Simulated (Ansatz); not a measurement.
SiC (F-43m)

Method: DFT r2SCAN, scalar-relativistic, plane waves, PAW in Ansatz.

Settings: cutoff 500 eV, Γ-centred mesh 10×10×10 on the computed 2-atom cell, Gaussian smearing of 0.02 eV; no spin polarisation.

The structure is relaxed at this level of theory with its symmetry kept.

```yaml
crystal:
  lattice:
    - [0.00000, 2.17818, 2.17818]
    - [2.17818, 0.00000, 2.17818]
    - [2.17818, 2.17818, 0.00000]
  atoms:
    - { symbol: Si, position: [0.00000, 0.00000, 0.00000] }
    - { symbol: C, position: [0.25000, 0.25000, 0.25000] }
```

* Space group: F-43m (No. 216)
* Volume per atom: 10.33 Å³
* Formation energy from the elements' standard states (uncorrected): -0.300 eV/atom
* Generalised Kohn–Sham band gap: 1.71 eV, indirect from Γ to X
* Löwdin character of the top 1 eV of the valence band: C 2p 82 %, Si 3p 14 %
* Löwdin character of the lowest 1 eV of the conduction band: Si 3p 50 %, C 2s 27 %, unprojected 17 %
* Electron masses at the edge by Cartesian direction of the standard setting (m_e; degenerate bands sorted by energy; no spin-orbit coupling): x: 0.64; y: 0.23; z: 0.23
* Hole masses at the edge by Cartesian direction of the standard setting (m_e; degenerate bands sorted by energy; no spin-orbit coupling): x: 0.57, 0.57, 0.35; y: 0.57, 0.57, 0.35; z: 0.57, 0.57, 0.35
* Bulk modulus: 227 GPa
* Its pressure derivative: 3.9
* Electronic dielectric constant xx, yy, zz of the standard setting (independent particles): 6.5, 6.5, 6.5
* Bader charges (e): Si (1 in the cell) 2.87, C (1 in the cell) -2.87